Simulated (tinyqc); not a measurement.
Worked calculation: RHF in the sto-3g basis, for H2F+, spin multiplicity 1. One step of it, computed by the program tinyqc.

Problem. Iteration 2: building the Fock matrix. J_ij = sum D_kl (ij|kl), K_ij = sum D_kl (ik|jl); F = H + J - 0.5 K; E = tr D H + tr D J / 2 - 0.25 tr D K + E_nn.

D after iteration 1:
```
,1F 1s,1F 2s,1F 2px,1F 2py,1F 2pz,2H 1s,3H 1s
1F 1s,2.126556,-0.542317,0.000000,0.000000,-0.016786,0.034585,0.034585
1F 2s,-0.542317,2.322372,0.000000,0.000000,0.094080,-0.146080,-0.146080
1F 2px,0.000000,0.000000,2.000000,0.000000,0.000000,0.000000,0.000000
1F 2py,0.000000,0.000000,0.000000,2.155106,0.000000,-0.167962,0.167962
1F 2pz,-0.016786,0.094080,0.000000,0.000000,2.042701,-0.077871,-0.077871
2H 1s,0.034585,-0.146080,0.000000,-0.167962,-0.077871,0.024818,-0.001362
3H 1s,0.034585,-0.146080,0.000000,0.167962,-0.077871,-0.001362,0.024818
```

core Hamiltonian H = T + V (hartree):
```
,1F 1s,1F 2s,1F 2px,1F 2py,1F 2pz,2H 1s,3H 1s
1F 1s,-41.045186,-9.632459,0.000000,0.000000,-0.011975,-1.513068,-1.513068
1F 2s,-9.632459,-11.520275,0.000000,0.000000,-0.146755,-3.444210,-3.444210
1F 2px,0.000000,0.000000,-9.159814,0.000000,0.000000,0.000000,0.000000
1F 2py,0.000000,0.000000,0.000000,-9.287242,0.000000,-1.992731,1.992731
1F 2pz,-0.011975,-0.146755,0.000000,0.000000,-9.204362,-1.215796,-1.215796
2H 1s,-1.513068,-3.444210,0.000000,-1.992731,-1.215796,-5.231584,-1.162458
3H 1s,-1.513068,-3.444210,0.000000,1.992731,-1.215796,-1.162458,-5.231584
```

Two-electron integrals (ij|kl) in chemists' order, unique and non-zero (hartree):
```
i,j,k,l,(ij|kl)
1,1,1,1,5.403501
2,1,1,1,0.841920
2,1,2,1,0.156299
2,2,1,1,1.268028
2,2,2,1,0.292344
2,2,2,2,0.926167
3,1,3,1,0.027998
3,2,3,1,0.043169
3,2,3,2,0.204588
3,3,1,1,1.264502
3,3,2,1,0.292403
3,3,2,2,0.925959
3,3,3,3,0.997514
4,1,4,1,0.027998
4,2,4,1,0.043169
4,2,4,2,0.204588
4,3,4,3,0.053770
4,4,1,1,1.264502
4,4,2,1,0.292403
4,4,2,2,0.925959
4,4,3,3,0.889973
4,4,4,4,0.997514
5,1,5,1,0.027998
5,2,5,1,0.043169
5,2,5,2,0.204588
5,3,5,3,0.053770
5,4,5,4,0.053770
5,5,1,1,1.264502
5,5,2,1,0.292403
5,5,2,2,0.925959
5,5,3,3,0.889973
5,5,4,4,0.889973
5,5,5,5,0.997514
6,1,1,1,0.133068
6,1,2,1,0.024497
6,1,2,2,0.045538
6,1,3,3,0.045467
6,1,4,1,0.000866
6,1,4,2,0.001625
6,1,4,4,0.045629
6,1,5,1,0.000512
6,1,5,2,0.000961
6,1,5,4,0.000095
6,1,5,5,0.045524
6,1,6,1,0.003879
6,2,1,1,0.338985
6,2,2,1,0.079211
6,2,2,2,0.280206
6,2,3,3,0.276094
6,2,4,1,0.004652
6,2,4,2,0.036379
6,2,4,4,0.285031
6,2,5,1,0.002750
6,2,5,2,0.021509
6,2,5,4,0.005284
6,2,5,5,0.279218
6,2,6,1,0.012599
6,2,6,2,0.104588
6,3,3,1,0.008268
6,3,3,2,0.049082
6,3,4,3,0.007649
6,3,5,3,0.004522
6,3,6,3,0.015460
6,4,1,1,0.199307
6,4,2,1,0.047167
6,4,2,2,0.178601
6,4,3,3,0.170976
6,4,4,1,0.010689
6,4,4,2,0.071053
6,4,4,4,0.191735
6,4,5,1,0.001431
6,4,5,2,0.012991
6,4,5,4,0.007752
6,4,5,5,0.172886
6,4,6,1,0.007816
6,4,6,2,0.081756
6,4,6,4,0.078885
6,5,1,1,0.117843
6,5,2,1,0.027888
6,5,2,2,0.105600
6,5,3,3,0.101092
6,5,4,1,0.001431
6,5,4,2,0.012991
6,5,4,4,0.104322
6,5,5,1,0.009114
6,5,5,2,0.056763
6,5,5,4,0.009558
6,5,5,5,0.111266
6,5,6,1,0.004621
6,5,6,2,0.048340
6,5,6,4,0.037501
6,5,6,5,0.037633
6,6,1,1,0.496164
6,6,2,1,0.117841
6,6,2,2,0.480947
6,6,3,3,0.464577
6,6,4,1,0.008637
6,6,4,2,0.095298
6,6,4,4,0.500562
6,6,5,1,0.005107
6,6,5,2,0.056346
6,6,5,4,0.021276
6,6,5,5,0.477157
6,6,6,1,0.018861
6,6,6,2,0.230823
6,6,6,4,0.209701
6,6,6,5,0.123989
6,6,6,6,0.774606
7,1,1,1,0.133068
7,1,2,1,0.024497
7,1,2,2,0.045538
7,1,3,3,0.045467
7,1,4,1,-0.000866
7,1,4,2,-0.001625
7,1,4,4,0.045629
7,1,5,1,0.000512
7,1,5,2,0.000961
7,1,5,4,-0.000095
7,1,5,5,0.045524
7,1,6,1,0.003823
7,1,6,2,0.012219
7,1,6,4,0.006970
7,1,6,5,0.004486
7,1,6,6,0.018131
7,1,7,1,0.003879
7,2,1,1,0.338985
7,2,2,1,0.079211
7,2,2,2,0.280206
7,2,3,3,0.276094
7,2,4,1,-0.004652
7,2,4,2,-0.036379
7,2,4,4,0.285031
7,2,5,1,0.002750
7,2,5,2,0.021509
7,2,5,4,-0.005284
7,2,5,5,0.279218
7,2,6,1,0.012219
7,2,6,2,0.084152
7,2,6,4,0.045420
7,2,6,5,0.037663
7,2,6,6,0.150130
7,2,7,1,0.012599
7,2,7,2,0.104588
7,3,3,1,0.008268
7,3,3,2,0.049082
7,3,4,3,-0.007649
7,3,5,3,0.004522
7,3,6,3,0.011983
7,3,7,3,0.015460
7,4,1,1,-0.199307
7,4,2,1,-0.047167
7,4,2,2,-0.178601
7,4,3,3,-0.170976
7,4,4,1,0.010689
7,4,4,2,0.071053
7,4,4,4,-0.191735
7,4,5,1,-0.001431
7,4,5,2,-0.012991
7,4,5,4,0.007752
7,4,5,5,-0.172886
7,4,6,1,-0.006970
7,4,6,2,-0.045420
7,4,6,4,-0.012940
7,4,6,5,-0.019928
7,4,6,6,-0.073626
7,4,7,1,-0.007816
7,4,7,2,-0.081756
7,4,7,4,0.078885
7,5,1,1,0.117843
7,5,2,1,0.027888
7,5,2,2,0.105600
7,5,3,3,0.101092
7,5,4,1,-0.001431
7,5,4,2,-0.012991
7,5,4,4,0.104322
7,5,5,1,0.009114
7,5,5,2,0.056763
7,5,5,4,-0.009558
7,5,5,5,0.111266
7,5,6,1,0.004486
7,5,6,2,0.037663
7,5,6,4,0.019928
7,5,6,5,0.028634
7,5,6,6,0.074011
7,5,7,1,0.004621
7,5,7,2,0.048340
7,5,7,4,-0.037501
7,5,7,5,0.037633
7,6,1,1,0.106242
7,6,2,1,0.025063
7,6,2,2,0.096639
7,6,3,3,0.094946
7,6,4,4,0.096982
7,6,5,1,0.001393
7,6,5,2,0.013163
7,6,5,5,0.097888
7,6,6,1,0.003939
7,6,6,2,0.035605
7,6,6,4,0.024380
7,6,6,5,0.018802
7,6,6,6,0.083109
7,6,7,1,0.003939
7,6,7,2,0.035605
7,6,7,4,-0.024380
7,6,7,5,0.018802
7,6,7,6,0.015053
7,7,1,1,0.496164
7,7,2,1,0.117841
7,7,2,2,0.480947
7,7,3,3,0.464577
7,7,4,1,-0.008637
7,7,4,2,-0.095298
7,7,4,4,0.500562
7,7,5,1,0.005107
7,7,5,2,0.056346
7,7,5,4,-0.021276
7,7,5,5,0.477157
7,7,6,1,0.018131
7,7,6,2,0.150130
7,7,6,4,0.073626
7,7,6,5,0.074011
7,7,6,6,0.294110
7,7,7,1,0.018861
7,7,7,2,0.230823
7,7,7,4,-0.209701
7,7,7,5,0.123989
7,7,7,6,0.083109
7,7,7,7,0.774606
```

nuclear repulsion = 9.47793659 hartree

Give: Coulomb J; exchange K; Fock matrix F; total energy of this density.

Solution.

Coulomb J (hartree):
```
,1F 1s,1F 2s,1F 2px,1F 2py,1F 2pz,2H 1s,3H 1s
1F 1s,21.0337,4.0346,0.0000,0.0000,0.0021,0.6324,0.6324
1F 2s,4.0346,9.9826,0.0000,0.0000,0.0010,2.9263,2.9263
1F 2px,0.0000,0.0000,9.9747,0.0000,0.0000,0.0000,0.0000
1F 2py,0.0000,0.0000,0.0000,9.9730,0.0000,1.8292,-1.8292
1F 2pz,0.0021,0.0010,0.0000,0.0000,9.9736,1.0810,1.0810
2H 1s,0.6324,2.9263,0.0000,1.8292,1.0810,4.8288,0.9861
3H 1s,0.6324,2.9263,0.0000,-1.8292,1.0810,0.9861,4.8288
```

exchange K (hartree):
```
,1F 1s,1F 2s,1F 2px,1F 2py,1F 2pz,2H 1s,3H 1s
1F 1s,11.1177,1.9510,0.0000,0.0000,0.0008,0.3232,0.3232
1F 2s,1.9510,3.2552,0.0000,0.0000,0.0095,0.8799,0.8799
1F 2px,0.0000,0.0000,2.6752,0.0000,0.0000,0.0000,0.0000
1F 2py,0.0000,0.0000,0.0000,2.6877,0.0000,0.4322,-0.4322
1F 2pz,0.0008,0.0095,0.0000,0.0000,2.6777,0.2575,0.2575
2H 1s,0.3232,0.8799,0.0000,0.4322,0.2575,0.3828,0.2049
3H 1s,0.3232,0.8799,0.0000,-0.4322,0.2575,0.2049,0.3828
```

Fock matrix F (hartree):
```
,1F 1s,1F 2s,1F 2px,1F 2py,1F 2pz,2H 1s,3H 1s
1F 1s,-25.5703,-6.5734,0.0000,0.0000,-0.0103,-1.0423,-1.0423
1F 2s,-6.5734,-3.1653,0.0000,0.0000,-0.1506,-0.9579,-0.9579
1F 2px,0.0000,0.0000,-0.5228,0.0000,0.0000,0.0000,0.0000
1F 2py,0.0000,0.0000,0.0000,-0.6581,0.0000,-0.3796,0.3796
1F 2pz,-0.0103,-0.1506,0.0000,0.0000,-0.5696,-0.2635,-0.2635
2H 1s,-1.0423,-0.9579,0.0000,-0.3796,-0.2635,-0.5942,-0.2788
3H 1s,-1.0423,-0.9579,0.0000,0.3796,-0.2635,-0.2788,-0.5942
```

total energy of this density = -98.032265 hartree
